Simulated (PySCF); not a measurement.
Species: C4H7S (charge -1).
Numbering: `[CH3:1]/[CH:2]=[C:3](/[CH3:4])[S-:5]` (hydrogens: H6, H7, H8 on C1; H9 on C2; H10, H11, H12 on C4)

The same species was optimised twice, with GFN2-xTB and with PBE0-D3(BJ)/def2-SVP (PySCF), and the same property calculations (PySCF, gas phase) were run on both structures.

```tsv
coordinate	GFN2-xTB	PBE0-D3(BJ)/def2-SVP	change
C2=C3 (Å)	1.345	1.365	+0.020
C3–S5 (Å)	1.719	1.735	+0.016
C1–H6 (Å)	1.088	1.104	+0.016
C4–H12 (Å)	1.094	1.107	+0.013
C1–H7 (Å)	1.096	1.109	+0.013
C1–H8 (Å)	1.097	1.109	+0.012
C4–H11 (Å)	1.092	1.103	+0.011
C4–H10 (Å)	1.092	1.103	+0.011
C2–H9 (Å)	1.089	1.100	+0.011
C3–C4 (Å)	1.510	1.513	+0.003
C1–C2 (Å)	1.495	1.493	-0.002
C2–C3–C4 (°)	120.0	117.9	-2.1
C2–C3–S5 (°)	124.8	126.7	+1.9
C1–C2–H9 (°)	116.3	117.9	+1.6
H10–C4–H11 (°)	107.4	105.9	-1.5
C2–C1–H8 (°)	111.7	113.1	+1.4
C2–C1–H7 (°)	111.7	113.1	+1.4
H7–C1–H8 (°)	107.5	106.1	-1.4
C3–C4–H12 (°)	111.6	112.9	+1.3
```

Rotational constants: A = 5064, B = 3443, C = 2103 MHz (GFN2-xTB) against A = 4991, B = 3360, C = 2059 MHz (PBE0-D3(BJ)/def2-SVP). Point groups within 0.08 Å: Cs and Cs.

On the GFN2-xTB structure: HOMO (eV) 0.22 [PBE0/pcSseg-1]; LUMO (eV) 5.85 [PBE0/pcSseg-1]; GIAO shielding of C1 (ppm) 166.9 [PBE0/pcSseg-1]; GIAO shielding of C2 (ppm) 84.3 [PBE0/pcSseg-1]; GIAO shielding of C3 (ppm) 21.3 [PBE0/pcSseg-1]; GIAO shielding of C4 (ppm) 150.0 [PBE0/pcSseg-1]; GIAO shielding of S5 (ppm) 533.8 [PBE0/pcSseg-1].

Question: What do these properties become on the PBE0-D3(BJ)/def2-SVP structure?

Answer: 
```json
{"property": "HOMO (eV)", "level": "PBE0/pcSseg-1", "on GFN2-xTB": "0.22", "on PBE0-D3(BJ)/def2-SVP": "0.14", "change": "-0.08"}
{"property": "LUMO (eV)", "level": "PBE0/pcSseg-1", "on GFN2-xTB": "5.85", "on PBE0-D3(BJ)/def2-SVP": "5.69", "change": "-0.16"}
{"property": "energy, GFN2-xTB geometry as zero (kcal/mol)", "level": "PBE0/pcSseg-1", "on GFN2-xTB": "0.0", "on PBE0-D3(BJ)/def2-SVP": "-0.7", "change": "-0.7"}
{"property": "GIAO shielding of C1 (ppm)", "level": "PBE0/pcSseg-1", "on GFN2-xTB": "166.9", "on PBE0-D3(BJ)/def2-SVP": "165.3", "change": "-1.6"}
{"property": "GIAO shielding of C2 (ppm)", "level": "PBE0/pcSseg-1", "on GFN2-xTB": "84.3", "on PBE0-D3(BJ)/def2-SVP": "80.0", "change": "-4.3"}
{"property": "GIAO shielding of C3 (ppm)", "level": "PBE0/pcSseg-1", "on GFN2-xTB": "21.3", "on PBE0-D3(BJ)/def2-SVP": "15.5", "change": "-5.8"}
{"property": "GIAO shielding of C4 (ppm)", "level": "PBE0/pcSseg-1", "on GFN2-xTB": "150.0", "on PBE0-D3(BJ)/def2-SVP": "147.0", "change": "-3.0"}
{"property": "GIAO shielding of S5 (ppm)", "level": "PBE0/pcSseg-1", "on GFN2-xTB": "533.8", "on PBE0-D3(BJ)/def2-SVP": "521.8", "change": "-12.0"}
```

The heavy atoms differ by 0.027 Å rms after alignment. Among all bonds C2=C3 changes most (+0.020 Å). Changes are differences of the printed values. Neither structure is proved a minimum here. Isolated species at its PBE0-D3(BJ)/def2-SVP geometry, gas phase.
